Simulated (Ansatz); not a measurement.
# Al₂H₂F radical (SMILES [F][Al][AlH2]): functionals against CCSD(T) at one geometry

The task here is to estimate one member of a computed series from the others.

Program: Ansatz 0.2.0, Gaussian basis. Level of theory: single points in def2-TZVPP. These are calculated values, not measurements.

Cores are frozen in the correlated methods. Orbitals are unrestricted.

### Where the work starts

SMILES `[F][Al][AlH2]`, 5 atoms, charge 0, spin multiplicity 2.

Atoms are counted from 1 here; the program's logs count them from 0.

Bond lengths: F1–Al2 1.616 Å, Al2–Al3 2.588 Å, Al3–H4 1.675 Å, Al3–H5 1.633 Å. Angles: F1–Al2–Al3 149.7°, Al2–Al3–H4 158.2°, Al2–Al3–H5 86.0°, H4–Al3–H5 115.7°.

Geometry (Å):

| atom | x (Å) | y (Å) | z (Å) |
| --- | --- | --- | --- |
| F1 | -0.2266 | -1.8922 | 2.4258 |
| Al2 | 0.2095 | -0.7550 | 1.3640 |
| Al3 | -0.1757 | 0.4683 | -0.8835 |
| H4 | -0.9291 | 0.8772 | -2.3229 |
| H5 | 1.1223 | 1.3737 | -0.4825 |

Set-up of the first run:

Input file run/in.yaml:

```yaml
crystal:
  periodic: [false, false, false]
  atoms:
    - {symbol: F, position_ang: [-0.226600, -1.892200, 2.425800]}
    - {symbol: Al, position_ang: [0.209500, -0.755000, 1.364000]}
    - {symbol: Al, position_ang: [-0.175700, 0.468300, -0.883500]}
    - {symbol: H, position_ang: [-0.929100, 0.877200, -2.322900]}
    - {symbol: H, position_ang: [1.122300, 1.373700, -0.482500]}
basis:
  gaussian: {orbitals: def2-TZVPP}
magnetization: {spin_polarized: true, initial_magnetization: 1}
correlation: {method: ccsd_t}
scf: {omitted_lower_state_checks: [cluster_reference]}
output: {forces: true}
```

Started as:

```console
ansatz run in.yaml --threads 4 --pin off --events-out ev --progress --plain --max-ram 5222MiB
```

Among the steps run: CCSD(T)/def2-TZVPP; PBE0-D4/def2-TZVPP; wB97M-V/def2-TZVPP; r2SCAN-D4/def2-TZVPP; PBE-D4/def2-TZVPP; B97M-V/def2-TZVPP; wB97X-V/def2-TZVPP.

One of the session's tables, all rows but one given; the rest of the session is left out.

```
   method  RMS force component (eV/Å)  angle to CCSD(T) forces (°)  dipole (D)
  CCSD(T)                       0.611                    reference        0.96
  PBE0-D4                       0.568                          3.2        0.88
  wB97M-V                       0.641                          3.0        0.70
r2SCAN-D4                       0.583                          7.1        0.78
   PBE-D4                           ?                            ?           ?
   B97M-V                       0.516                          8.2        0.49
  wB97X-V                       0.635                          3.2        0.98
```

Estimate the missing values for PBE-D4.

The run gave: RMS force component (eV/Å): 0.687; angle to CCSD(T) forces (°): 17.3; dipole (D): 0.77. In the column «RMS force component (eV/Å)» it is the highest.

Limits of these values: The reference is not at the basis limit: in triple zeta CCSD(T) underbinds, which counts against methods that bind more; the gaps are no ranking.
